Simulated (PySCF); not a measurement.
**BHF2 (SMILES FBF) at 6 levels**

Aim: a comparison of 6 runs (B3LYP/STO-3G, PBE/STO-3G, SVWN5/STO-3G, UPBE0/STO-3G, r2SCAN/STO-3G, NEVPT2(2,2)/STO-3G) of BHF2. Input form: a Python script.

The calculation is run with PySCF 2.14.0.

7 further runs of the same task are left out: 4 that didn't finish, 3 set aside as unsound or not needed.

## (1) The system as given

BHF2 has 4 atoms, charge 0, and is taken as a singlet. As SMILES, `FBF`. One bond was lengthened or shortened from a relaxed shape.

Bond lengths: F1–B2 1.313 Å, B2–F3 1.576 Å, B2–H4 1.191 Å. Angles: F1–B2–F3 118.1°, F1–B2–H4 121.0°, F3–B2–H4 121.0°.

## (2) The energy at B3LYP/STO-3G (run 1)

Contents of job.py:

```python
from pyscf import gto, dft

system = gto.M(
    atom=[
    ('F', (1.373004, 0.344958, -0.269078)),
    ('B', (0.216804, -0.142942, 0.118022)),
    ('F', (-1.095400, 0.528700, -0.438900)),
    ('H', (0.161704, -1.066542, 0.868422)),
],
    basis='sto-3g',
    verbose=3,
    max_memory=1860,
)

mf = dft.RKS(system, xc='b3lyp')
mf.conv_tol = 1e-10
mf.grids.level = 5
mf.kernel()
if not mf.converged:
    mf = mf.newton().run(mf.mo_coeff, mf.mo_occ)

energy = mf.e_tot
print('E = %.10f Eh' % energy)
```

Command:

```sh
OMP_NUM_THREADS=1 python job.py
```

Output:

```text
converged SCF energy = -221.982954668833
E = -221.9829546688 Eh
```

It took 2.7 s on 1 thread of Intel Xeon Platinum 8375C at 2.90GHz (Ice Lake), shared host; peak memory 0.18 GiB.

## (3) A single-point energy at PBE/STO-3G (run 2)

Contents of job.py:

```python
from pyscf import gto, dft

molecule = gto.M(
    atom='''
F      1.373004     0.344958    -0.269078
B      0.216804    -0.142942     0.118022
F     -1.095400     0.528700    -0.438900
H      0.161704    -1.066542     0.868422
''',
    basis='sto-3g',
    spin=0,
    max_memory=1860,
    verbose=3,
)

myscf = dft.RKS(molecule, xc='pbe')
myscf.conv_tol = 1e-10
myscf.grids.level = 5
myscf.kernel()
if not myscf.converged:
    myscf = myscf.newton().run(myscf.mo_coeff, myscf.mo_occ)

etot = myscf.e_tot
print('Final energy', etot)
```

Command:

```sh
OMP_NUM_THREADS=1 python job.py
```

Output:

```text
converged SCF energy = -221.764473947682
Final energy -221.76447394768195
```

Run time: 2.5 s. Hardware: 1 thread of Intel Xeon Platinum 8375C at 2.90GHz (Ice Lake), shared host; peak memory 0.18 GiB.

Run 3 isn't shown in full; the table further down has it.

## (4) A single-point energy at UPBE0/STO-3G (run 4)

Contents of calc.py:

```python
from pyscf import gto, dft

mol = gto.M(
    atom=[
    ('F', (1.373004, 0.344958, -0.269078)),
    ('B', (0.216804, -0.142942, 0.118022)),
    ('F', (-1.095400, 0.528700, -0.438900)),
    ('H', (0.161704, -1.066542, 0.868422)),
],
    charge=0,
    basis='sto-3g',
    max_memory=1860,
    verbose=3,
)

ks = dft.UKS(mol, xc='pbe0')
ks.conv_tol = 1e-10
ks.grids.level = 5
ks.kernel()
if not ks.converged:
    ks = ks.newton().run(ks.mo_coeff, ks.mo_occ)
for _ in range(3):
    mo, _, stable, _ = ks.stability(return_status=True)
    if stable:
        break
    ks.kernel(ks.make_rdm1(mo, ks.mo_occ))

etot = ks.e_tot
print(f'total energy: {etot:.8f} hartree')
```

Command:

```sh
OMP_NUM_THREADS=1 python calc.py
```

Output:

```text
converged SCF energy = -221.797211295264  <S^2> = 2.4513724e-12  2S+1 = 1
<class 'pyscf.dft.uks.UKS'> wavefunction is stable in the internal stability analysis
total energy: -221.79721130 hartree
```

Wall time 8.1 s (1 thread of Intel Xeon Platinum 8375C at 2.90GHz (Ice Lake), shared host); peak memory 0.34 GiB.

Run 5 isn't shown in full; the table further down has it.

## (5) The energy at NEVPT2(2,2)/STO-3G (run 6)

Contents of input.py:

```python
import numpy
from pyscf import gto, scf, mp, mcscf, mrpt

system = gto.M(
    atom='F 1.373004 0.344958 -0.269078; B 0.216804 -0.142942 0.118022; F -1.095400 0.528700 -0.438900; H 0.161704 -1.066542 0.868422',
    charge=0,
    verbose=3,
    max_memory=1860,
    spin=0,
    basis='sto-3g',
)

mf = system.RHF()
mf.conv_tol = 1e-10
mf.kernel()
if not mf.converged:
    mf = mf.newton().run(mf.mo_coeff, mf.mo_occ)

pt = mp.MP2(scf.addons.convert_to_uhf(mf)).run()
noons, natorbs = mcscf.addons.make_natural_orbitals(pt)
print('natural occupations', numpy.round(noons[:40], 4))
cas = mcscf.CASSCF(mf, 2, 2)
cas.fix_spin_(ss=0.0)
cas.natorb = True
cas.kernel(natorbs)
e_pt2 = mrpt.NEVPT(cas).kernel()
energy = cas.e_tot + e_pt2
print(f'total energy: {energy:.8f} hartree')
```

Command:

```sh
OMP_NUM_THREADS=1 python input.py
```

Output:

```text
converged SCF energy = -221.082241923633
E(UMP2) = -221.168932608892  E_corr = -0.0866906852584052
E(SCS-UMP2) = -221.171981698679  E_corr = -0.0897397750460324
natural occupations [2.     2.     1.9999 1.9996 1.9994 1.9976 1.9956 1.9908 1.9902 1.9859
 1.9853 1.975  0.0294 0.0251 0.0157 0.0105]
CASSCF energy = -221.108858160962
CASCI E = -221.108858160962  E(CI) = -1.78291155825355  S^2 = 0.0000000
Sr    (-1)',   E = 0.00000000000001
Si    (+1)',   E = -0.00000000001141
Sijrs (0)  ,   E = -0.04331627382783
Sijr  (+1) ,   E = -0.00714884417654
Srsi  (-1) ,   E = -0.00146607262443
Srs   (-2) ,   E = -0.00012992740966
Sij   (+2) ,   E = -0.00126789155138
Sir   (0)' ,   E = -0.01217778252904
Nevpt2 Energy = -0.065506792130285
total energy: -221.17436495 hartree
```

Wall time 0.74 s (1 thread of Intel Xeon Platinum 8375C at 2.90GHz (Ice Lake), shared host); peak memory 0.12 GiB.

## (6) Overview of the runs

```csv
run,level,follow instability,integration grid,energy (Eh),dipole moment (D) of the reference,HOMO energy (eV),LUMO energy (eV),wall time
1,B3LYP/STO-3G,–,5,-221.982955,0.66,-5.15,2.60,2.7 s
2,PBE/STO-3G,–,5,-221.764474,0.61,-3.24,1.87,2.5 s
3,SVWN5/STO-3G,–,5,-220.404418,0.60,-3.22,1.78,1.6 s
4,UPBE0/STO-3G,yes,5,-221.797211,0.68,-5.52,2.85,8.1 s
5,r2SCAN/STO-3G,–,5,-221.930283,0.65,-3.79,2.06,3.3 s
6,"NEVPT2(2,2)/STO-3G",–,–,-221.174365,0.99,-11.16,7.36,0.74 s
```

## (7) Summary of results

| quantity | value |
| --- | --- |
| run 6: total energy | -221.17436 Eh |
| run 6: dipole moment (Hartree–Fock density) | 0.99 D |
| run 6: HOMO energy (Hartree–Fock orbitals) | -11.16 eV |
| run 6: LUMO energy (Hartree–Fock orbitals) | 7.36 eV |
| run 6: HOMO–LUMO gap (Hartree–Fock orbitals) | 18.51 eV |

In words: Over runs 1, 2, 3, 4, 5 the dipole moment (its size) runs from 0.60 D (SVWN5/STO-3G) to 0.68 D (UPBE0/STO-3G). Over runs 1, 2, 3, 4, 5 the HOMO–LUMO gap runs from 5.00 eV (SVWN5/STO-3G) to 8.37 eV (UPBE0/STO-3G). Totals of different functionals can't be ranked against each other. In runs 1, 2, 3, 4, 5, 6 the basis is minimal, so the values are rough. All runs together took 19 s, the longest 8.1 s.
